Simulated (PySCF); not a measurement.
# SiH4O: electronic structure in real space

Aim: take SiH4O and analyse its density (charges, bond critical points, surface potential), see where an electron leaves and enters and measure its response to a uniform field.

Method: levels as typed in each script, gas phase, geometry from GFN2-xTB; program: PySCF 2.14.0.

**1. Starting geometry**

SMILES `O[SiH3]`, 6 atoms, charge 0, spin multiplicity 1.

Bond lengths: O1–Si2 1.627 Å, O1–H3 0.951 Å, Si2–H4 1.459 Å, Si2–H5 1.464 Å, Si2–H6 1.460 Å. Angles: Si2–O1–H3 123.1°, O1–Si2–H4 106.7°, O1–Si2–H5 109.9°, O1–Si2–H6 106.5°, H4–Si2–H5 110.7°, H4–Si2–H6 111.9°, H5–Si2–H6 110.8°.

Geometry (Å):

| atom | x (Å) | y (Å) | z (Å) |
| --- | --- | --- | --- |
| O1 | -1.0895 | -0.1134 | -0.0011 |
| Si2 | 0.5324 | 0.0112 | 0.0000 |
| H3 | -1.6683 | 0.6415 | 0.0047 |
| H4 | 1.0041 | -0.6299 | -1.2224 |
| H5 | 0.9246 | 1.4215 | 0.0298 |
| H6 | 1.0019 | -0.6826 | 1.1959 |

**2. Density, bond paths and surface potential (PBE/def2-tzvp)**

Contents of input.py:

```python
import numpy as np
from pyscf import gto, scf, dft
from pyscf.scf import atom_ks, atom_hf
from scipy.linalg import block_diag

def solve(mol, dm0=None, hcore=None):
    mf = (dft.UKS if mol.spin else dft.RKS)(mol, xc='pbe')
    mf.grids.level = 3
    mf = mf.density_fit(auxbasis='def2-universal-jkfit')
    mf.conv_tol, mf.max_cycle = 1e-8, 80
    if hcore is not None:
        mf.get_hcore = lambda *args: hcore
    mf.kernel(dm0)
    if not mf.converged:
        mf = mf.newton().run(mf.mo_coeff, mf.mo_occ, max_cycle=30)
    assert mf.converged, 'SCF not converged'
    return mf

mol = gto.M(atom='''
O     -1.08951    -0.11344    -0.00106
Si     0.53241     0.01121     0.00003
H     -1.66825     0.64154     0.00467
H      1.00412    -0.62989    -1.22239
H      0.92460     1.42149     0.02983
H      1.00191    -0.68259     1.19593
''', basis='def2-tzvp', charge=0, spin=0, verbose=4)
mf = solve(mol)
mf.analyze()
# spherically averaged free atoms, for the promolecule
atm = atom_ks.get_atm_nrks(mol, xc='pbe')
pro = block_diag(*[(atm[a[0]][2] * atm[a[0]][3]) @ atm[a[0]][2].T for a in mol._atom])
np.savez('result.npz', e=mf.e_tot, c=mf.mo_coeff, occ=mf.mo_occ, eps=mf.mo_energy, pro=pro, dip=mf.dip_moment(verbose=0), s2=mf.spin_square()[0])
```

Started as:

```console
> OMP_NUM_THREADS=1 python input.py
```

**4. Removing and adding an electron (PBE/def2-tzvp)**

Contents of input.py:

```python
import numpy as np
from pyscf import gto, scf, dft
from pyscf.scf import atom_ks, atom_hf
from scipy.linalg import block_diag

def solve(mol, dm0=None, hcore=None):
    mf = (dft.UKS if mol.spin else dft.RKS)(mol, xc='pbe')
    mf.grids.level = 3
    mf = mf.density_fit(auxbasis='def2-universal-jkfit')
    mf.conv_tol, mf.max_cycle = 1e-8, 80
    if hcore is not None:
        mf.get_hcore = lambda *args: hcore
    mf.kernel(dm0)
    if not mf.converged:
        mf = mf.newton().run(mf.mo_coeff, mf.mo_occ, max_cycle=30)
    assert mf.converged, 'SCF not converged'
    return mf

mol = gto.M(atom='''
O     -1.08951    -0.11344    -0.00106
Si     0.53241     0.01121     0.00003
H     -1.66825     0.64154     0.00467
H      1.00412    -0.62989    -1.22239
H      0.92460     1.42149     0.02983
H      1.00191    -0.68259     1.19593
''', basis='def2-tzvp', charge=0, spin=0, verbose=4)
mf = solve(mol)
out = dict(e0=mf.e_tot, dm0=mf.make_rdm1(), c=mf.mo_coeff, occ=mf.mo_occ, eps=mf.mo_energy)
for name, dq, spin in [('cation', 1, 1)]:
    ion = mol.copy().set(charge=mol.charge + dq, spin=spin).build()
    mi = solve(ion)
    if spin and dq > 0 and mol.nao < 130:
        c, _, stable, _ = mi.stability(return_status=True)
        if not stable:
            mi = solve(ion, mi.make_rdm1(c, mi.mo_occ))
    print(name, 'vertical energy change / eV', (mi.e_tot - mf.e_tot) * 27.211386)
    out.update({'e_' + name: mi.e_tot, 'dm_' + name: mi.make_rdm1(), 's2_' + name: mi.spin_square()[0], 'eps_' + name: mi.mo_energy, 'occ_' + name: mi.mo_occ})
# spherically averaged free atoms, for the promolecule
atm = atom_ks.get_atm_nrks(mol, xc='pbe')
pro = block_diag(*[(atm[a[0]][2] * atm[a[0]][3]) @ atm[a[0]][2].T for a in mol._atom])
np.savez('result.npz', pro=pro, **out)
```

**6. Response to an electric field (PBE/def2-tzvp)**

Contents of input.py:

```python
import numpy as np
from pyscf import gto, scf, dft
from pyscf.scf import atom_ks, atom_hf
from scipy.linalg import block_diag

def solve(mol, dm0=None, hcore=None):
    mf = (dft.UKS if mol.spin else dft.RKS)(mol, xc='pbe')
    mf.grids.level = 3
    mf = mf.density_fit(auxbasis='def2-universal-jkfit')
    mf.conv_tol, mf.max_cycle = 1e-8, 80
    if hcore is not None:
        mf.get_hcore = lambda *args: hcore
    mf.kernel(dm0)
    if not mf.converged:
        mf = mf.newton().run(mf.mo_coeff, mf.mo_occ, max_cycle=30)
    assert mf.converged, 'SCF not converged'
    return mf

mol = gto.M(atom='''
O     -1.08951    -0.11344    -0.00106
Si     0.53241     0.01121     0.00003
H     -1.66825     0.64154     0.00467
H      1.00412    -0.62989    -1.22239
H      0.92460     1.42149     0.02983
H      1.00191    -0.68259     1.19593
''', basis='def2-tzvp', charge=0, spin=0, verbose=4)
field = np.array([0.004, 0.0, 0.0])  # atomic units
mol.set_common_orig(mol.atom_charges() @ mol.atom_coords() / mol.atom_charges().sum())
mf = solve(mol)
out = dict(dm0=mf.make_rdm1(), d0=mf.dip_moment(unit='AU'), e0=mf.e_tot)
for name, sign in (('p', 1), ('m', -1)):
    h = mf.get_hcore() + sign * np.einsum('x,xij->ij', field, mol.intor('int1e_r'))
    mi = solve(mol, mf.make_rdm1(), h)
    out.update({'dm' + name: mi.make_rdm1(), 'd' + name: mi.dip_moment(unit='AU'), 'e' + name: mi.e_tot})
# spherically averaged free atoms, for the promolecule
atm = atom_ks.get_atm_nrks(mol, xc='pbe')
pro = block_diag(*[(atm[a[0]][2] * atm[a[0]][3]) @ atm[a[0]][2].T for a in mol._atom])
np.savez('result.npz', pro=pro, **out)
```

(Steps that only read results are left out.)

Before running it: what results should come out? Wanted: dipole moment; HOMO, LUMO; vertical ionisation energy; polarisability along the field.

As calculated:

| quantity | value |
| --- | --- |
| dipole moment (PBE/def2-tzvp) | 1.32 D |
| HOMO, LUMO (PBE/def2-tzvp) | -7.11, -0.74 eV |
| vertical ionisation energy (PBE/def2-tzvp) | 10.85 eV |
| polarisability along the field (PBE/def2-tzvp) | 30.4 bohr³ |

In words: At PBE/def2-tzvp: The highest Hirshfeld charge is on Si2 (+0.35 e), the lowest on O1 (−0.29 e). The ionisation energy from two SCF runs, 10.85 eV, lies 3.7 eV above −ε(HOMO) = 7.11 eV of the same level, PBE/def2-tzvp, since self-interaction lifts this functional's HOMO. The geometry was not optimised at these levels.
